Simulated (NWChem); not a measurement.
System: SiH2, triplet; SMILES of the neutral closed-shell parent [SiH2]

Excerpt of the output:

```
             Northwest Computational Chemistry Package (NWChem) 7.3.0
             --------------------------------------------------------

 C2V symmetry detected

                             Geometry "geometry" -> ""
                             -------------------------

 Output coordinates in angstroms (scale by  1.889725989 to convert to a.u.)

  No.       Tag          Charge          X              Y              Z
 ---- ---------------- ---------- -------------- -------------- --------------
    1 Si                  14.0000     0.00000000     0.00000000     0.09545213
    2 H                    1.0000     1.29830300     0.00000000    -0.66816488
    3 H                    1.0000    -1.29830300     0.00000000    -0.66816488

 Effective nuclear repulsion energy (a.u.)      10.0409732177

      Symmetry information
      --------------------

 Group name             C2v
 Group number             16
 Group order               4
 No. of unique centers     2

                                Z-matrix (autoz)
                                --------

 Units are Angstrom for bonds and degrees for angles

      Type          Name      I     J     K     L     M      Value
      ----------- --------  ----- ----- ----- ----- ----- ----------
    1 Stretch                  1     2                       1.50622
    2 Stretch                  1     3                       1.50622
    3 Bend                     2     1     3               119.07485

                           NWChem Geometry Optimization
                           ----------------------------

 maximum gradient threshold         (gmax) =   0.000450
 rms gradient threshold             (grms) =   0.000300
 maximum cartesian step threshold   (xmax) =   0.001800
 rms cartesian step threshold       (xrms) =   0.001200
 fixed trust radius                (trust) =   0.300000
 source of zmatrix                         =   autoz

          -------------------
          Energy Minimization
          -------------------

 Using diagonal initial Hessian
 Scaling for Hessian diagonals: bonds = 1.00  angles = 0.25  torsions = 0.10

          --------
          Step   0

                                 NWChem DFT Module
                                 -----------------

[...]

      ----------------------
      Optimization converged
      ----------------------

  Step       Energy      Delta E   Gmax     Grms     Xrms     Xmax
  ---- ---------------- -------- -------- -------- -------- --------
@    3    -290.48494947 -1.2D-07  0.00001  0.00001  0.00061  0.00112
                                     ok       ok       ok       ok

                                Z-matrix (autoz)
                                --------

 Units are Angstrom for bonds and degrees for angles

      Type          Name      I     J     K     L     M      Value     Gradient
      ----------- --------  ----- ----- ----- ----- ----- ---------- ----------
    1 Stretch                  1     2                       1.48996    0.00001
    2 Stretch                  1     3                       1.48996    0.00001
    3 Bend                     2     1     3               118.76244   -0.00001

                         Geometry "geometry" -> "geometry"
                         ---------------------------------

 Output coordinates in angstroms (scale by  1.889725989 to convert to a.u.)

  No.       Tag          Charge          X              Y              Z
 ---- ---------------- ---------- -------------- -------------- --------------
    1 Si                  14.0000     0.00000000     0.00000000     0.09228940
    2 H                    1.0000     1.28222471     0.00000000    -0.66658351
    3 H                    1.0000    -1.28222471     0.00000000    -0.66658351

 Effective nuclear repulsion energy (a.u.)      10.1508718202

      Symmetry information
      --------------------

 Group name             C2v
 Group number             16
 Group order               4
 No. of unique centers     2

[...]

 Rotational Constants
 --------------------
 A=  15.568997 cm-1  ( 22.399813 K)
 B=   5.086941 cm-1  (  7.318809 K)
 C=   3.834179 cm-1  (  5.516405 K)

 Temperature                      =   298.15K
 frequency scaling parameter      =   1.0000

 Zero-Point correction to Energy  =    7.640 kcal/mol  (  0.012175 au)
 Thermal correction to Energy     =    9.452 kcal/mol  (  0.015062 au)
 Thermal correction to Enthalpy   =   10.044 kcal/mol  (  0.016006 au)

 Total Entropy                    =   49.212 cal/mol-K
   - Translational                =   36.112 cal/mol-K (mol. weight =  29.9926)
   - Rotational                   =   12.955 cal/mol-K (symmetry #  =        2)
   - Vibrational                  =    0.145 cal/mol-K

 Cv (constant volume heat capacity) =    6.479 cal/mol-K
   - Translational                  =    2.979 cal/mol-K
   - Rotational                     =    2.979 cal/mol-K
   - Vibrational                    =    0.520 cal/mol-K

[normal modes left out]

 ----------------------------------------------------------------------------
 Normal Eigenvalue ||           Projected Infra Red Intensities
  Mode   [cm**-1]  || [atomic units] [(debye/angs)**2] [(KM/mol)] [arbitrary]
 ------ ---------- || -------------- ----------------- ---------- -----------
    1        0.000 ||    0.000007           0.000         0.006       0.004
    2        0.000 ||    0.000047           0.001         0.046       0.025
    3        0.000 ||    0.000047           0.001         0.046       0.025
    4        0.000 ||    0.000309           0.007         0.301       0.163
    5        0.000 ||    0.000005           0.000         0.005       0.002
    6        0.000 ||    0.000000           0.000         0.000       0.000
    7      892.787 ||    0.078636           1.814        76.659      41.415
    8     2193.292 ||    0.011779           0.272        11.482       6.203
    9     2260.695 ||    0.080056           1.847        78.042      42.163
 ----------------------------------------------------------------------------
```

Level: CAM-B3LYP/def2-SVP, spin-unrestricted. In the optimisation the excess spin sits in a1 and b2 (C2v, its own frame). The spin multiplicity was typed, not searched, and may not be the lowest. No stability test was run on the SCF state.

Which NWChem input produces such a log?

Several could match; the one computed here: the input that was run:
```
start job
memory heap 200 mb stack 900 mb global 1100 mb
geometry units angstroms
  Si     0.000000     0.000000     0.138415
  H      1.298303     0.000000    -0.625202
  H     -1.298303     0.000000    -0.625202
end
basis spherical
  * library def2-svp
end
dft
  odft
  mult 3
  xc xcamb88 1.00 lyp 0.81 vwn_5 0.19 hfexch 1.00
  cam 0.33 cam_alpha 0.19 cam_beta 0.46
  iterations 150
end
driver
  maxiter 120
end
task dft optimize
task dft freq
```
